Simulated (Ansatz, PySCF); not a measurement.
System: PH2, charge 0, multiplicity 2. 
Coordinates optimised at B3LYP-D3(BJ)/def2-TZVP (Ansatz, a program for electronic structure):
SMILES: [PH2]
```xyz
3

P      0.0052    -0.0015     0.1165
H     -0.0501     1.0329    -0.8596
H     -0.0274    -1.0099    -0.8876
```
Charge 0, spin multiplicity 2.

Total electronic energies in hartree. Valence correlation only, unless marked. UHF or UKS for open shells. No spin-orbit coupling. Non-relativistic. CBS marks a two-point X^-3 extrapolation of the correlation energy; Hartree-Fock from the larger set (for Q and 5 zeta extrapolated as (X+1)exp(-9√X)).

| level | program | energy (Eh) |
|---|---|---|
| HF/cc-pV(D+d)Z | Ansatz | -341.87582 |
| HF/def2-SVP | Ansatz | -341.76356 |
| PBE0-D3(BJ)/def2-TZVP | Ansatz + dftd3 | -342.38132 |
| BHLYP-D3(BJ)/def2-TZVPD | Ansatz + dftd3 | -342.51445 |
| TPSSh-D4/def2-TZVPD | PySCF + dftd4 | -342.53602 |
| PBE-QIDH/def2-TZVPD | Ansatz | -342.29090 |
| MP2/def2-QZVPP | Ansatz | -342.04043 |
| MP2/CBS(aug-cc-pV(T+d)Z,aug-cc-pV(Q+d)Z) | Ansatz | -342.0474 |
| RI-MP2/CBS(cc-pV(T+d)Z,cc-pV(Q+d)Z) | Ansatz | -342.0468 |
| SCS-MP2/aug-cc-pV(D+d)Z | Ansatz | -341.99637 |
| SCS-MP2/def2-SVP | Ansatz | -341.87478 |
| SCS-MP2/cc-pVTZ | Ansatz | -342.03098 |
| CCSD/cc-pV(D+d)Z | Ansatz | -342.01056 |
| CCSD(T) with core electrons (1s frozen past Ne)/cc-pwCVTZ | Ansatz | -342.32380 |
| CCSD(T)/CBS(cc-pV(Q+d)Z,cc-pV(5+d)Z) | Ansatz | -342.0776 |

Totals of different functionals don't rank their quality; only differences between species are comparable.
